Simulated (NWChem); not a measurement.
System: Be cation, doublet

NWChem input:

```
start job
memory heap 200 mb stack 900 mb global 1100 mb
charge 1
geometry units angstroms noautoz
  Be     0.000000     0.000000     0.000000
end
basis spherical
  Be library def2-tzvpp
end
dft
  odft
  mult 2
  xc pbe0
  iterations 150
  mulliken
end
task dft energy
```

No stability test was run on the SCF state.

Q: Give the results of this calculation. (PBE0/def2-TZVPP, spin-unrestricted.) Quantities: basis functions; energy (Ha); highest occupied level (eV); lowest empty minus highest occupied level, either spin (eV); <S²>.

A: 
- number of basis functions = 19
- energy (Ha) = -14.31
- highest occupied level (eV) = -15.47
- lowest empty minus highest occupied level, either spin (eV) = 5.75
- <S²> = 0.750
